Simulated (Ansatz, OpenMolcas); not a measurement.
**A ladder of methods for SiH4 (SMILES [H][Si]([H])([H])[H])**

SiH4 has 5 atoms, charge 0, and is taken as a singlet. As SMILES, `[H][Si]([H])([H])[H]`. The coordinates come from a GFN2-xTB relaxation.

Quantity: the vertical ionisation energy (to the doublet cation), in eV. The values are calculated.

```
                             level                    kind     program  value (eV)  less CCSD(T)/6-31G  CPU time (all runs)
                       B3LYP/6-31G           global hybrid      Ansatz       12.65               +0.24                4.8 s
                        PBE0/6-31G           global hybrid      Ansatz       12.65               +0.24                3.1 s
                   CAM-B3LYP/6-31G  range-separated hybrid      Ansatz       12.77               +0.36                3.6 s
                       HSE06/6-31G  range-separated hybrid      Ansatz       12.64               +0.23                5.6 s
                     BCCD(T)/6-31G   coupled cluster or CI      Ansatz       12.41                0.00                0.7 s
                     CCSD(T)/6-31G   coupled cluster or CI      Ansatz       12.41                0.00               0.57 s
                        CCSD/6-31G   coupled cluster or CI      Ansatz       12.41                0.00               0.55 s
                    CCSDT(Q)/6-31G   coupled cluster or CI      Ansatz       12.40               -0.01                1.7 s
FCI/STO-3G, open shells restricted      exact in the basis  OpenMolcas       10.98               -1.43                3.8 s
```

Differences are taken from CCSD(T)/6-31G for orientation; it has basis-set and higher-order errors of its own. The values span 10.98 to 12.77 eV. All rows use very small basis sets, so none should be taken for the real molecule's value. Times are those of the runs behind each value, whatever else they computed, on shared processors of several kinds: orders of magnitude only.
